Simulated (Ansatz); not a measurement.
```yaml
crystal:
  periodic: [false, false, false]
  atoms:
    - {symbol: Al, position_ang: [0.020914, 0.000786, -0.619134]}
    - {symbol: O, position_ang: [-0.026968, 1.217053, 0.523287]}
    - {symbol: O, position_ang: [-0.008302, -1.218378, 0.520827]}
basis:
  gaussian: {orbitals: def2-TZVP}
magnetization: {spin_polarized: true, initial_magnetization: 3}
hamiltonian: {xc: pbe0}
relax: {f_tol: 0.004, max_steps: 80}
```

```sh
$ ansatz run in.yaml --threads 1 --pin off --events-out ev --progress --plain --max-ram 2176MiB
```

Steps of the relaxation (energy above the last step; positions in Å, forces in eV/Å):

```
3
step 1, 270.0 meV
Al    0.021    0.001   -0.619    0.084    0.003   -2.486
O    -0.027    1.217    0.523   -0.056    1.843    1.245
O    -0.008   -1.218    0.521   -0.028   -1.846    1.241
```

```
3
step 2, 136.9 meV
Al    0.021    0.001   -0.615    0.042    0.002   -1.248
O    -0.027    1.265    0.521   -0.030    1.166    0.625
O    -0.008   -1.267    0.519   -0.012   -1.167    0.623
```

```
3
step 3, 12.0 meV
Al    0.019    0.001   -0.559   -0.020   -0.001    0.598
O    -0.028    1.430    0.493    0.012   -0.273   -0.299
O    -0.006   -1.431    0.490    0.008    0.274   -0.299
```

```
3
step 6, 0.0 meV
Al    0.018    0.001   -0.522    0.000    0.000    0.002
O    -0.027    1.445    0.475    0.000   -0.001   -0.001
O    -0.005   -1.446    0.472    0.000    0.001   -0.001
```

Close pairs at the end: Al1–O2 1.756 Å, Al1–O3 1.756 Å.

A stationary point of unrestricted PBE0 after 6 steps, with ⟨S²⟩ = 3.758 against 3.75 for a pure state; no frequencies were run, so it isn't proven a minimum. 60 s on 1 thread of Arm Neoverse V1, shared host.
